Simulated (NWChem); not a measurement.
# ROB97-3/3-21G (esp esp) run of O2F (SMILES [O]OF)

Aim: the energy difference between two shapes of O2F at ROB97-3/3-21G (esp esp), from 2 runs. 

The calculation is run with NWChem 7.3.0.

1 further run of the same task is left out (set aside as unsound or not needed).

### 1 The system as given

O2F has 3 atoms, charge 0, and is taken as a doublet. SMILES: `[O]OF`. The shape is that of a GFN2-xTB optimisation.

Bond lengths: O1–O2 1.194 Å. A long bond or contact: O2–F3 1.563 Å.

### 2 A single-point energy at ROB97-3/3-21G (esp esp)

Input file run.nw:

```
start run
memory stack 880 mb heap 220 mb global 1100 mb
geometry units angstroms noautosym nocenter noautoz
O      0.949760    -0.292600     0.491570
O      0.124690     0.486900     0.122000
F     -1.074440    -0.194290    -0.613560
end
basis cartesian
* library 3-21G
end
dft
xc becke97-3
mult 2
rodft
cgmin
grid medium
maxiter 100
mulliken
noprint "final vectors analysis"
end
esp
range 0.4
spacing 0.035
recalculate
end
task dft energy
task esp
```

Command:

```console
nwchem run.nw > run.out
```

The log of the run:

```text
[...]
          Wavefunction type:  restricted open shell.
          No. of atoms     :     3
          No. of electrons :    25
[...]
          Charge           :     0
          Spin multiplicity:     2
[...]
          AO basis - number of functions:    27
[...]
              XC Information
              --------------
                   Becke 97-3 Method XC Functional
                     Hartree-Fock (Exact) Exchange  0.269
                 Becke 1997-3  Exchange Functional  1.000
                Becke 1997-3 Correlation Potential  1.000
[...]
         Total DFT energy =     -248.601325834421
      One electron energy =     -481.277637046570
           Coulomb energy =      183.664975193714
    Exchange-Corr. energy =      -20.242606681372
 Nuclear repulsion energy =       69.253942699807
[...]
 Dipole moment                                  0.395500
 Quadrupole moment Qxx                          0.003552
                   Qyy                          0.002290
                   Qzz                         -0.005842
[...]
```

Run time: 1.6 s. Hardware: 1 thread of Intel Xeon 6975P-C (Granite Rapids), shared host; peak memory 0.1 GiB.

### 3 The distorted shape

Input file fo2.nw:

```
start fo2
title "15499-23-7"
memory total 2200 mb
charge 0

geometry noautosym nocenter noautoz
  O     0.950307   -0.303370    0.511839
  O     0.152395    0.477343    0.101007
  F    -1.192410   -0.114201   -0.584056
end

basis "ao basis" cartesian
  * library 3-21G
end

dft
  xc becke97-3
  mult 2
  rodft
  cgmin
  grid medium
  maxiter 100
  mulliken
end

esp
  range 0.4
  spacing 0.035
  recalculate
end

task dft energy
task esp
```

Command:

```console
nwchem fo2.nw > fo2.out
```

The log of the run:

```text
[...]
          Wavefunction type:  restricted open shell.
          No. of atoms     :     3
          No. of electrons :    25
[...]
          Charge           :     0
          Spin multiplicity:     2
[...]
          AO basis - number of functions:    27
[...]
              XC Information
              --------------
                   Becke 97-3 Method XC Functional
                     Hartree-Fock (Exact) Exchange  0.269
                 Becke 1997-3  Exchange Functional  1.000
                Becke 1997-3 Correlation Potential  1.000
[...]
         Total DFT energy =     -248.597838661588
      One electron energy =     -478.347724937239
           Coulomb energy =      182.223757456511
    Exchange-Corr. energy =      -20.231769592413
 Nuclear repulsion energy =       67.757898411553
[...]
 Dipole moment                                  0.475099
 Quadrupole moment Qxx                          0.030660
                   Qyy                          0.025615
                   Qzz                         -0.056275
[...]
```

Wall time 1.5 s (1 thread of Intel Xeon 6975P-C (Granite Rapids), shared host); peak memory 0.1 GiB.

### 4 Summary of results

At ROB97-3/3-21G (esp esp):

| quantity | value |
| --- | --- |
| first shape: total energy | -248.60133 Eh |
| distorted shape: total energy | -248.59784 Eh |
| energy change with the atoms displaced | 0.095 eV |

**Reading.** With the atoms displaced the energy rises by 0.09 eV (2.2 kcal/mol). The first shape isn't relaxed at this level, so the change isn't measured from a minimum.
